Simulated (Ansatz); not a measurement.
AlCd2: from a trial structure to a relaxed crystal

Level of theory: DFT PBE, scalar-relativistic, plane waves, PAW (Ansatz). Cutoff 420 eV, Γ-centred k mesh, Gaussian smearing, no spin polarisation in the final step.

AlCd2 was placed on the cubic Laves (C15) structure type (Fd-3m, No. 227), with Al in place of Mg, Cd in place of Cu, at a guessed volume.

```xyz
6
Lattice="0.0000 3.9853 3.9853 3.9853 0.0000 3.9853 3.9853 3.9853 0.0000" Properties=species:S:1:pos:R:3 pbc="T T T"
Al    0.0000    0.0000    0.0000
Al    1.9927    1.9927    1.9927
Cd    4.9817    4.9817    4.9817
Cd    4.9817    2.9890    2.9890
Cd    2.9890    2.9890    4.9817
Cd    2.9890    4.9817    2.9890
```

Cell and atoms relax at zero pressure; the relaxation can't lower the symmetry of the start. After a coarse first stage the cell is made exact in the group found at 0.06 Å.

Formation energies are uncorrected and refer to the elements' standard structures at the same level.

(1) Which crystal results?

(2) What are its volume, energy, density and gap?

Results:

(1) It keeps Fd-3m (No. 227). The result has the cubic Laves (C15) structure. Conventional cell: a = 8.205 Å. Around Al lie 12 Cd at 3.40 Å and 4 Al at 3.55 Å; Cd is coordinated by 6 Cd at 2.90 Å and 6 Al at 3.40 Å.

```xyz
6
Lattice="0.0000 4.1026 4.1026 4.1026 0.0000 4.1026 4.1026 4.1026 0.0000" Properties=species:S:1:pos:R:3 pbc="T T T"
Al    0.0000    0.0000    0.0000
Al    2.0513    2.0513    2.0513
Cd    5.1282    5.1282    5.1282
Cd    5.1282    3.0769    3.0769
Cd    3.0769    3.0769    5.1282
Cd    3.0769    5.1282    3.0769
```

(2) The volume per atom is 23.02 Å³, the density is 6.06 g/cm³ and the energy over the elements is 0.29 eV/atom. The gap on the 8×8×8 mesh is 0 eV (a metal).

The final run used a 8×8×8 mesh on its 6-atom cell and 0.10 eV smearing. For metals, differences of a few meV/atom aren't resolved. A structure relaxed within its symmetry needn't be a true minimum. The steps took roughly 60 core-seconds in all.

Cost: 3 runs of about 0.97 core-minutes in all, on AMD EPYC 7R43 (Zen 3) (shared hosts).